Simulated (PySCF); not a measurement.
**Phosphorus: a sound run and one with changed settings**

Sound run: P [Ne] 3s2 3p3, P⁺ [Ne] 3s2 3p2. All numbers are calculated (PySCF 2.14, scalar relativity by spin-free X2C-1e, in x2c-TZVPall (5s5p2d1f, 37 functions)). In the sound run the correlated levels freeze [Ne]. The sound run starts from symmetry-adapted Hartree-Fock orbitals and uses a fine grid where one is needed.

A second run was set up differently.

| species | method | sound run (hartree) | changed run (hartree) | converged |
| --- | --- | --- | --- | --- |
| P | UHF | -341.52608 | -341.52608 | yes |
| P | TPSS | -342.10602 | -342.10602 | yes |
| P | PBE | -341.92826 | -341.92826 | yes |
| P | MP2 | -341.60727 | -341.57991 | yes |
| P | CCSD(T) | -341.62933 | -341.62933 | yes |
| P⁺ | UHF | -341.16228 | -341.16228 | yes |
| P⁺ | TPSS | -341.72087 | -341.72087 | yes |
| P⁺ | PBE | -341.54361 | -341.54361 | yes |
| P⁺ | MP2 | -341.22274 | -341.20277 | yes |
| P⁺ | CCSD(T) | -341.24555 | -341.24555 | yes |

Ionisation energy of P:

```tsv
method	sound run (eV)	changed run (eV)
UHF	9.900	9.900
TPSS	10.481	10.481
PBE	10.467	10.467
MP2	10.463	10.263
SCS-MP2	10.292	10.150
CCSD	10.402	10.402
CCSD(T)	10.443	10.443
```

Problem. What was changed?
A. radial grid too coarse
B. all electrons correlated in a valence basis
C. level shift left on
D. a valence shell is frozen

Solution. C. It used initial guess sap, at most 50 SCF cycles, level shift 0.5 hartree. A level shift leaves the converged SCF energy unchanged but raises the virtual orbital energies, which shrinks MP2 if it is not removed.
